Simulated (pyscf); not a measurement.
This saddle point was located with ωB97X-D3(BJ)/def2-SVP in PySCF.

```xyz
6

Si    -0.9930     0.2906    -0.7042
H     -0.6631     0.1851     0.8741
H     -0.6349    -0.9990    -1.3453
H     -2.4517     0.2768    -0.3586
Cl    -0.9418     1.8827    -2.0641
H      0.4661     0.7147    -0.1577
```
Charge 0, spin multiplicity 2.

Surface: doublet, charge 0. Lowest wavenumbers (cm⁻¹): 466i, 333, 520, 643, 774.

Task: Which two sides does it connect, and which bonds change?

Result: H₃Si–Cl + H atom (H•) <-> H₃Si–Cl + H atom (H•), a substitution at Si read from left to right: H–Si broken and H–Si formed. At CCSD(T)/def2-TZVPP + ΔMP2(QZVPP) it lies +12.7 kcal/mol from the left side and +12.7 kcal/mol from the right (each side as separated species at their lowest minima found). The same reactants have a lower exit, to •H₂Si–Cl + H₂ (barrier +5.0 kcal/mol at ωB97M-D3(BJ), against +11.5 kcal/mol here). One saddle was located; it need not be the lowest between these sides. The angle at the attacked Si is 60° (front-side attack). The CCSD(T) − MP2 part came from Ansatz, without density fitting, on the same reference.
